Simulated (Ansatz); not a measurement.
bcc Mo was calculated with r²SCAN+rVV10 (Ansatz, an electronic-structure program, plane waves, PAW).

Numerical settings: plane-wave cutoff 560 eV, 24×24×24 k mesh, Fermi–Dirac smearing 0.05 eV, no spin polarisation, scalar-relativistic PAW data made under PBE.

Computed at the level's own relaxed cell.

### Question
Estimate the volume per atom, bulk modulus, lattice parameter a and pressure derivative B′ of the bulk modulus that the calculation returns.

### Answer

volume per atom: 15.54 Å³/atom
bulk modulus: 277 GPa
lattice parameter a: 3.144 Å
pressure derivative B′ of the bulk modulus: 4.1

The run finds no gap.

Measured, for comparison: equilibrium volume per atom 15.49 Å³/atom, lattice constant a 3.141 Å (static lattice: zero-point anharmonic expansion removed; as tabulated in Mejia-Rodriguez and Trickey (2018), arXiv:1807.09216); bulk modulus 265 GPa (zero-point energy and finite temperature contributions removed, our sources range from 265 to 278; as tabulated in doi:10.1021/acs.jctc.3c00612). Computed (rounded) less measured: equilibrium volume per atom +0.3 %, bulk modulus +5 % (inside the range of the sources held), lattice constant a +0.1 %.

Static lattice: no zero-point or thermal effects.
